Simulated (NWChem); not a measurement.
The numbers come from NWChem runs, not from measurements. System: OS, charge 0, spin multiplicity 3, at a geometry optimised with UPBE0/def2-SVP. The structure started from a generated list of species. Its SCF solution wasn't tested for a lower state. Level: UMP2/def2-TZVP, 6 core orbitals frozen.

The NWChem input:

```
start mol
memory heap 200 mb stack 900 mb global 1100 mb
geometry units angstroms nocenter noautoz
  O      0.000000     0.000000     1.001183
  S      0.000000     0.000000    -0.500592
  symmetry group C2v
end
basis spherical
  * library def2-tzvp
end
scf
  uhf
  nopen 2
  maxiter 100
  thresh 1e-7
  semidirect memsize 60000000 filesize 0
  # guess.movecs holds the orbitals of an unrestricted PBE0 run
  vectors input guess.movecs output mol.movecs
end
mp2
  freeze core 6
end
task mp2 energy
```

Part of the output:

```
             Northwest Computational Chemistry Package (NWChem) 7.3.0
             --------------------------------------------------------

                                NWChem Input Module
                                -------------------

 Scaling coordinates for geometry "geometry" by  1.889725989
 (inverse scale =  0.529177249)

 Turning off AUTOSYM since
 SYMMETRY directive was detected!

                             Geometry "geometry" -> ""
                             -------------------------

 Output coordinates in angstroms (scale by  1.889725989 to convert to a.u.)

  No.       Tag          Charge          X              Y              Z
 ---- ---------------- ---------- -------------- -------------- --------------
    1 O                    8.0000     0.00000000     0.00000000     1.00118300
    2 S                   16.0000     0.00000000     0.00000000    -0.50059200

 Effective nuclear repulsion energy (a.u.)      45.1030865955

            Nuclear Dipole moment (a.u.)
            ----------------------------
        X                 Y               Z
 ---------------- ---------------- ----------------
     0.0000000000     0.0000000000    -0.0000151178

      Symmetry information
      --------------------

 Group name             C2v
 Group number             16
 Group order               4
 No. of unique centers     2

      Symmetry unique atoms

     1    2


 Summary of "ao basis" -> "" (spherical)
 ------------------------------------------------------------------------------
       Tag                 Description            Shells   Functions and Types
 ---------------- ------------------------------  ------  ---------------------
 *                         def2-tzvp                  on all atoms

 Summary of "ao basis" -> "ao basis" (spherical)
 ------------------------------------------------------------------------------
       Tag                 Description            Shells   Functions and Types
 ---------------- ------------------------------  ------  ---------------------
 O                         def2-tzvp                11       31   5s3p2d1f
 S                         def2-tzvp                13       37   5s5p2d1f

                                 NWChem SCF Module
                                 -----------------

  ao basis        = "ao basis"
  functions       =    68
  atoms           =     2
  alpha electrons =    13
  beta  electrons =    11
  charge          =   0.00
  wavefunction    = UHF
  use symmetry    = T
  symmetry adapt  = T

 Summary of "ao basis" -> "ao basis" (spherical)
 ------------------------------------------------------------------------------
       Tag                 Description            Shells   Functions and Types
 ---------------- ------------------------------  ------  ---------------------
 O                         def2-tzvp                11       31   5s3p2d1f
 S                         def2-tzvp                13       37   5s5p2d1f

      Symmetry analysis of basis
      --------------------------

        a1         30
        a2          6
        b1         16
        b2         16

 Forming initial guess at       0.0s

   Symmetry analysis of molecular orbitals - initial alpha
   -------------------------------------------------------

  Numbering of irreducible representations:

     1 a1          2 a2          3 b1          4 b2

  Orbital symmetries:

     1 a1          2 a1          3 a1          4 b2          5 b1
     6 a1          7 a1          8 a1          9 b1         10 b2
[...]
  Mulliken analysis of the alpha density
  --------------------------------------

    Atom       Charge   Shell Charges
 -----------   ------   -------------------------------------------------------
    1 O    8     4.56   0.40  0.59  0.32  0.50  0.15  1.12  1.14  0.34  0.00  0.01  0.00
    2 S   16     8.44   1.00  0.24  0.74  0.57  0.40  2.11  0.83  0.54  1.34  0.53  0.04  0.07  0.01

   Mulliken analysis of the beta density
   -------------------------------------

    Atom       Charge   Shell Charges
 -----------   ------   -------------------------------------------------------
    1 O    8     3.81   0.40  0.59  0.28  0.48  0.18  0.65  0.79  0.42  0.00  0.02  0.00
    2 S   16     7.19   1.00  0.24  0.74  0.54  0.42  2.06  0.86  0.30  0.64  0.25  0.04  0.07  0.02

   Mulliken analysis of the spin density
   -------------------------------------

    Atom       Charge   Shell Charges
 -----------   ------   -------------------------------------------------------
    1 O    8     0.75   0.00 -0.00  0.03  0.03 -0.03  0.47  0.36 -0.09 -0.00 -0.01 -0.00
    2 S   16     1.25   0.00  0.00 -0.00  0.03 -0.02  0.04 -0.03  0.24  0.70  0.28  0.01 -0.00 -0.00

       Multipole analysis of the density wrt the origin
       ------------------------------------------------

     L   x y z        total         alpha         beta         nuclear
     -   - - -        -----         -----         ----         -------
     0   0 0 0     -0.000000    -13.000000    -11.000000     24.000000

     1   1 0 0      0.000000      0.000000      0.000000      0.000000
     1   0 1 0      0.000000      0.000000      0.000000      0.000000
     1   0 0 1     -0.778091     -0.213166     -0.564910     -0.000015

     2   2 0 0    -13.046708     -7.860169     -5.186540      0.000000
     2   1 1 0      0.000000      0.000000      0.000000      0.000000
     2   1 0 1     -0.000000      0.000000     -0.000000      0.000000
     2   0 2 0    -13.046708     -7.860169     -5.186540      0.000000
     2   0 1 1     -0.000000     -0.000000     -0.000000      0.000000
     2   0 0 2    -13.704132    -31.382624    -25.275758     42.954250

                   NWChem MP2 Semi-direct Energy/Gradient Module
                   ---------------------------------------------

  Basis functions       =     68
  Molecular orbitals    =     68
  Frozen core           =      6
  Frozen virtuals       =      0
  Active alpha occupied =      7
  Active beta occupied  =      5
  Active alpha virtual  =     55
  Active beta virtual   =     57
  Use MO symmetry       = T
  Use skeleton AO sym   = T

  AO/Fock/Back tols     =   1.0D-09  1.0D-09  1.0D-09

 GA uses MA = F    GA memory limited = T

 Available:
  local mem=  1.26D+08
 global mem=  1.44D+08
 local disk=  0.00D+00
  mp2_memr nvloc                    55
  nvloc new                    55
   1 passes of   7:        4194304                      28675                   3069734.
   1 passes of   7: M    126150524           G      144169952           F     121956220.

 Semi-direct pass number   1 of   1  for UHF alpha       at        0.6s
  vrange nnbf                  2339
  mp2_eaftype                    11  avail_ma_in_mb                  1099
 EAF : mp2_eaftype filesize          11    1534867.
  mp2_eaf for mointskh                     11
Node 0 wrote      7.2 Mb in      0.0 s     Agg I/O rate:  2097.0 Mb/s
 Done moints_semi at        1.3s
  mp2_eaftype                    11  avail_ma_in_mb                  1088
 EAF : mp2_eaftype filesize          11    1534867.
  mp2_eaf for kh                    11
 Done maket at        1.3s
 Done multipass loop at        1.3s

 GA uses MA = F    GA memory limited = T

 Available:
  local mem=  1.26D+08
 global mem=  1.44D+08
 local disk=  0.00D+00
  mp2_memr nvloc                    57
  nvloc new                    57
   1 passes of   5:        4194304                      23677                   2274474.
   1 passes of   5: M    126150524           G      144169952           F     121956220.

 Semi-direct pass number   1 of   1  for UHF beta        at        1.3s
  vrange nnbf                  2339
  mp2_eaftype                    10  avail_ma_in_mb                  1099
 EAF : mp2_eaftype filesize          10    1137237.
  mp2_eaf for mointskh                     10
Node 0 wrote      5.3 Mb in      0.0 s     Agg I/O rate:  1453.6 Mb/s
 Done moints_semi at        2.0s
  mp2_eaftype                    10  avail_ma_in_mb                  1089
 EAF : mp2_eaftype filesize          10    1137237.
  mp2_eaf for kh                    10
 Done maket at        2.0s
 Done multipass loop at        2.0s

          -------------------------------------------
          SCF energy                -472.402389134825
          Correlation energy          -0.373369689131
          Singlet pairs                0.000000000000
          Triplet pairs                0.000000000000
          Total MP2 energy          -472.775758823956
          -------------------------------------------

          ---------------------------------------------------
                    Spin Component Scaled (SCS) MP2
          Same spin pairs                     -0.103212080530
          Same spin scaling factor             0.333333333333
          Opposite spin pairs                 -0.270157608601
          Opposite spin scaling fact.          1.200000000000
          SCS-MP2 correlation energy          -0.358593157165
          Total SCS-MP2 energy              -472.760982291990
          ---------------------------------------------------

 -----------------------
 Performance information
 -----------------------

 Timer overhead =  1.25D-07 seconds/call

               Nr. of calls         CPU time (s)                 Wall time (s)                GFlops
             ---------------    -------------------     ------------------------------   -------------------
Name         Min   Avg   Max    Min     Avg     Max     Min     Avg     Max   Mx/calls   Min     Max     Sum
mp2: moin     2     2     2    1.4     1.4     1.4      1.4     1.4     1.4    0.70      0.0     0.0     0.0
mp2: make     2     2     2   4.17E-2 4.17E-2 4.17E-2  4.17E-2 4.17E-2 4.17E-2 2.08E-2   0.0     0.0     0.0
mp2: tota     1     1     1    1.5     1.5     1.5      1.5     1.5     1.5     1.5      0.0     0.0     0.0

 The average no. of pstat calls per process was 5.00D+00
 with a timing overhead of 6.26D-07s

 Task  times  cpu:        2.0s     wall:        2.0s

 Total times  cpu:        2.0s     wall:        2.0s
```
